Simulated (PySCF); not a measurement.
Cartesian coordinates (Å):
SMILES: [SiH3]
```xyz
4

Si     0.0001    -0.0014     0.3412
H     -0.1957     1.3981    -0.1078
H      1.3082    -0.5289    -0.1164
H     -1.1126    -0.8678    -0.1169
```
Charge 0, spin multiplicity 2.

Q: Give the highest occupied spin orbital, total energy and dipole moment at the level PBE-D3(BJ)/def2-TZVP // B3LYP-D3(BJ)/def2-TZVP run with PySCF.

A: 
- highest occupied spin orbital: -5.33 eV
- total energy: -291.0777 Ha
- dipole moment: 0.007 e·Å
